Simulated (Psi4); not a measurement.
# CH3AlCl (SMILES [CH3][Al][Cl]): levels of theory compared

Wanted: a comparison of 3 runs (UPBE0/def2-SVP, UOMP2/6-31G**) of CH3AlCl. 

Program for the calculation: Psi4 1.11.

1 further run of the same task is left out (set aside as unsound or not needed).

## Step 1: The molecule

CH3AlCl has 6 atoms, charge 0, and is taken as a doublet. As SMILES, `[CH3][Al][Cl]`. The shape is that of a PBE0-D4/def2-TZVP optimisation.

Bond lengths: C1–Al2 1.964 Å, Al2–Cl3 2.122 Å, C1–H4 1.093 Å, C1–H5 1.094 Å, C1–H6 1.094 Å. Angles: C1–Al2–Cl3 117.4°, Al2–C1–H4 110.2°, Al2–C1–H5 110.4°, Al2–C1–H6 110.4°, H4–C1–H5 109.1°, H4–C1–H6 109.1°, H5–C1–H6 107.5°.

## Step 2: Energy and forces at UPBE0/def2-SVP (run 1)

input.json reads:

```json
{
  "schema_name": "qcschema_input",
  "schema_version": 1,
  "molecule": {
    "schema_name": "qcschema_molecule",
    "schema_version": 2,
    "symbols": ["C", "Al", "Cl", "H", "H", "H"],
    "geometry": [-0.83412511, 0.84848703, -0.54272934, 0.23262529, -2.55661047, 0.4809353, 3.83349842, -2.92208351, 2.20871189, 0.63362517, 2.22477457, -0.07823466, -2.58552328, 1.37534267, 0.41970817, -1.20035403, 0.90895827, -2.57588568],
    "molecular_charge": 0,
    "molecular_multiplicity": 2,
    "fix_symmetry": "c1"
  },
  "driver": "gradient",
  "model": {
    "method": "pbe0",
    "basis": "def2-SVP"
  },
  "keywords": {
    "reference": "uks",
    "puream": true,
    "e_convergence": 1e-09,
    "d_convergence": 1e-08,
    "scf_type": "pk",
    "dft_radial_points": 99,
    "dft_spherical_points": 590,
    "maxiter": 200
  }
}
```

The run is started by

```sh
$ psi4 --qcschema input.json -n 1 --memory 1600MB
```

stdout:

```text
[...]
  Running in c1 symmetry.
[...]
  Nuclear repulsion =  116.150337148412603
[...]
  Multiplicity = 2
[...]
  Nalpha       = 20
  Nbeta        = 19
[...]
    Number of basis functions: 65
[...]
   @UKS iter   1:  -741.75397361306295   -2.49700e-01   1.04628e-02 ADIIS/DIIS
[...]
   @UKS iter  13:  -742.00843464750596   -1.25056e-12   2.46042e-09 DIIS
[...]
   @S^2 Observed:                7.521466333E-01
[...]
  @UKS Final Energy:  -742.00843464750596
   => Energetics <=
    Nuclear Repulsion Energy =            116.1503371484126035
    One-Electron Energy =               -1256.7165755815858574
    Two-Electron Energy =                 438.7153810901360202
    DFT Exchange-Correlation Energy =     -40.1575773044685960
    Empirical Dispersion Energy =           0.0000000000000000
    VV10 Nonlocal Energy =                  0.0000000000000000
    Total Energy =                       -742.0084346475059647
[...]
  -Total Gradient:
     Atom            X                  Y                   Z
    ------   -----------------  -----------------  -----------------
       1       -0.001010518415     0.004477100726    -0.001136940839
       2        0.001252665933     0.000769382400     0.000461101763
       3       -0.001989437154     0.000553739150    -0.001009497197
       4       -0.004119146823    -0.004075860178    -0.001270730715
       5        0.004858585273    -0.001511441611    -0.002676800950
       6        0.001001483428    -0.000214703923     0.005630188402
[...]
```

The result, in JSON:

```text
{
 "driver": "gradient",
 "model": {
  "method": "pbe0",
  "basis": "def2-SVP"
 },
 "success": true,
 "return_result": [-0.0010105184151723533, 0.004477100726199765, -0.001136940839133075, 0.0012526659332069562, 0.0007693824002471816, 0.00046110176315084656, -0.001989437154468615, 0.0005537391501643368, -0.0010094971974848807, -0.00411914682252873, -0.004075860177909313, -0.0012707307154459294, 0.004858585272735666, -0.0015114416107465667, -0.0026768009503187473, 0.0010014834281278709, -0.0002147039231440199, 0.0056301884021703885],
 "properties": {
  "calcinfo_nbasis": 65,
  "calcinfo_nmo": 65,
  "calcinfo_nalpha": 20,
  "calcinfo_nbeta": 19,
  "calcinfo_natom": 6,
  "nuclear_repulsion_energy": 116.1503371484126,
  "return_energy": -742.008434647506,
  "return_gradient": [-0.0010105184151723533, 0.004477100726199765, -0.001136940839133075, 0.0012526659332069562, 0.0007693824002471816, 0.00046110176315084656, -0.001989437154468615, 0.0005537391501643368, -0.0010094971974848807, -0.00411914682252873, -0.004075860177909313, -0.0012707307154459294, 0.004858585272735666, -0.0015114416107465667, -0.0026768009503187473, 0.0010014834281278709, -0.0002147039231440199, 0.0056301884021703885],
  "scf_one_electron_energy": -1256.7165755815859,
  "scf_two_electron_energy": 438.715381090136,
  "scf_xc_energy": -40.157577304468596,
  "scf_dipole_moment": [-0.6362174580370379, 0.24458052457522061, -0.3332057654055247],
  "scf_total_energy": -742.008434647506,
  "scf_total_gradient": [-0.0010105184151723533, 0.004477100726199765, -0.001136940839133075, 0.0012526659332069562, 0.0007693824002471816, 0.00046110176315084656, -0.001989437154468615, 0.0005537391501643368, -0.0010094971974848807, -0.00411914682252873, -0.004075860177909313, -0.0012707307154459294, 0.004858585272735666, -0.0015114416107465667, -0.0026768009503187473, 0.0010014834281278709, -0.0002147039231440199, 0.0056301884021703885],
  "scf_iterations": 13
 }
}
```

Wall time 15 s (1 thread of Intel Xeon 6975P-C (Granite Rapids), shared host); peak memory 0.76 GiB.

## Step 3: A single-point energy at UOMP2/6-31G(d,p) (DKH3, density fitting, density fitting for correlation, Cartesian functions) (run 2)

run_ase.py reads:

```python
import numpy as np
from ase.calculators.psi4 import Psi4
from ase import Atoms

atoms = Atoms(['C', 'Al', 'Cl', 'H', 'H', 'H'], positions=[
    [-0.441400, 0.449000, -0.287200],
    [0.123100, -1.352900, 0.254500],
    [2.028600, -1.546300, 1.168800],
    [0.335300, 1.177300, -0.041400],
    [-1.368200, 0.727800, 0.222100],
    [-0.635200, 0.481000, -1.363100],
])
calc = Psi4(atoms=atoms, method='omp2', basis='6-31G**', memory='1600MB', num_threads=1, charge=0, multiplicity=2, label='ch3alcl', reference='uhf')
calc.psi4.set_options({'freeze_core': True, 'mp2_type': 'df', 'scf_type': 'df', 'relativistic': 'dkh', 'dkh_order': 3})
atoms.calc = calc

print(f'energy: {atoms.get_potential_energy():.6f} eV')
```

The run is started by

```sh
$ python run_ase.py
```

ch3alcl.dat:

```text
[...]
  Running in c1 symmetry.
[...]
  Nuclear repulsion =  116.150337043944958
[...]
  Multiplicity = 2
[...]
  Nalpha       = 20
  Nbeta        = 19
[...]
    Number of basis functions: 68
[...]
   @DF-UHF iter   1:  -742.59076495597276   -6.96746e-01   5.24116e-03 DIIS/ADIIS
[...]
   @DF-UHF iter  14:  -742.67335666324618   -1.70530e-12   5.08713e-09 DIIS
[...]
   @S^2 Observed:                7.555488991E-01
[...]
  @DF-UHF Final Energy:  -742.67335666324618
   => Energetics <=
    Nuclear Repulsion Energy =            116.1503370439449583
    One-Electron Energy =               -1258.6956059051144621
    Two-Electron Energy =                 399.8719121979232796
    Total Energy =                       -742.6733566632461816
  UHF NO Occupations:
  HONO-2 :   18  A 1.9997665
  HONO-1 :   19  A 1.9977061
[...]
 Multipole Moments:
 ------------------------------------------------------------------------------------
     Multipole            Electronic (a.u.)      Nuclear  (a.u.)        Total (a.u.)
 ------------------------------------------------------------------------------------
 L = 1.  Multiply by 2.5417464519 to convert [e a0] to [Debye]
 Dipole X            :          3.5045107           -4.3824748           -0.8779640
 Dipole Y            :         -5.7720372            5.9498617            0.1778245
 Dipole Z            :          2.5223045           -2.9573384           -0.4350339
 Magnitude           :                                                    0.9958398
[...]
	DF-SCS-MP2 Total Energy (a.u.)     :  -742.98852685677139
	DF-SOS-MP2 Total Energy (a.u.)     :  -742.98761802067008
[...]
	DF-SCS-OMP2 Total Energy (a.u.)    :  -742.99168505809621
	DF-SOS-OMP2 Total Energy (a.u.)    :  -742.96596131806132
	DF-SCS(N)-OMP2 Total Energy (a.u.) :  -742.80612211913365
[...]
	DF-OMP2 Total Energy (a.u.)        :  -742.99385578045406
[...]
```

On the terminal:

```text
energy: -20217.892623 eV
```

It took 16 s on 1 thread of Intel Xeon 6975P-C (Granite Rapids), shared host; peak memory 0.24 GiB.

## Step 4: A single-point energy at UOMP2/6-31G(d,p) (density fitting, density fitting for correlation, Cartesian functions) (run 3)

ch3alcl.xyz reads:

```xyz
6
CH3AlCl
C     -0.441400     0.449000    -0.287200
Al     0.123100    -1.352900     0.254500
Cl     2.028600    -1.546300     1.168800
H      0.335300     1.177300    -0.041400
H     -1.368200     0.727800     0.222100
H     -0.635200     0.481000    -1.363100
```

calc.py reads:

```python
import psi4

psi4.set_memory('1600 MB')
psi4.set_num_threads(1)
psi4.set_output_file('output.dat', False)

with open('ch3alcl.xyz') as f:
    atoms = ''.join(f.readlines()[2:])
molecule = psi4.geometry('0 2\n' + atoms + 'symmetry c1')

psi4.set_options({
    'basis': '6-31G**',
    'reference': 'uhf',
    'freeze_core': True,
    'mp2_type': 'df',
    'scf_type': 'df',
})

result = psi4.energy("omp2")
print(f'omp2 energy: {result:.10f} Eh')
```

The run is started by

```sh
$ python calc.py
```

output.dat:

```text
[...]
  Running in c1 symmetry.
[...]
  Nuclear repulsion =  116.150337043944958
[...]
  Multiplicity = 2
[...]
  Nalpha       = 20
  Nbeta        = 19
[...]
    Number of basis functions: 68
[...]
   @DF-UHF iter   1:  -740.97259896283151   -6.88464e-01   5.21506e-03 DIIS/ADIIS
[...]
   @DF-UHF iter  14:  -741.05426421448010   -2.27374e-12   5.00698e-09 DIIS
[...]
   @S^2 Observed:                7.554385251E-01
[...]
  @DF-UHF Final Energy:  -741.05426421448010
   => Energetics <=
    Nuclear Repulsion Energy =            116.1503370439449583
    One-Electron Energy =               -1256.7961085020438077
    Two-Electron Energy =                 399.5915072436187074
    Total Energy =                       -741.0542642144800993
  UHF NO Occupations:
  HONO-2 :   18  A 1.9997728
  HONO-1 :   19  A 1.9977532
[...]
 Multipole Moments:
 ------------------------------------------------------------------------------------
     Multipole            Electronic (a.u.)      Nuclear  (a.u.)        Total (a.u.)
 ------------------------------------------------------------------------------------
 L = 1.  Multiply by 2.5417464519 to convert [e a0] to [Debye]
 Dipole X            :          3.5041200           -4.3824748           -0.8783548
 Dipole Y            :         -5.7729615            5.9498617            0.1769003
 Dipole Z            :          2.5222665           -2.9573384           -0.4350719
 Magnitude           :                                                    0.9960363
[...]
	DF-SCS-MP2 Total Energy (a.u.)     :  -741.36919619991613
	DF-SOS-MP2 Total Energy (a.u.)     :  -741.36829664313530
[...]
	DF-SCS-OMP2 Total Energy (a.u.)    :  -741.37234717401168
	DF-SOS-OMP2 Total Energy (a.u.)    :  -741.34665416004918
	DF-SCS(N)-OMP2 Total Energy (a.u.) :  -741.18688422034541
[...]
	DF-OMP2 Total Energy (a.u.)        :  -741.37449502637207
[...]
```

The script printed:

```text
omp2 energy: -741.3744950264 Eh
```

Wall time 15 s (1 thread of Intel Xeon 6975P-C (Granite Rapids), shared host); peak memory 0.23 GiB.

## Step 5: The series

```tsv
run	level	task	integrals	energy (Eh)	HOMO energy (eV)	LUMO energy (eV)	⟨S²⟩	wall time
1	UPBE0/def2-SVP	gradient	pk	-742.008435	-5.68	-2.39	0.752	15 s
2	UOMP2/6-31G** (DKH3, density fitting, density fitting for correlation, Cartesian functions)	energy	df	-742.993856	-8.39	0.86	0.756	16 s
3	UOMP2/6-31G** (density fitting, density fitting for correlation, Cartesian functions)	energy	df	-741.374495	-8.39	0.86	0.755	15 s
```

## Step 6: Summary of results

```
                                                         quantity          value
                                              run 3: total energy  -741.37450 Eh
run 3: HOMO energy (Hartree–Fock orbitals) (highest over α and β)       -8.39 eV
 run 3: LUMO energy (Hartree–Fock orbitals) (lowest over α and β)        0.86 eV
              run 3: correlation energy (11 core orbitals frozen)     -320.2 mEh
                         run 3: ⟨S²⟩ of the reference determinant          0.755
```

**Reading.** Some runs of one species differ in core potentials or relativity; totals across that change don't compare. All runs together took 46 s, the longest 16 s.
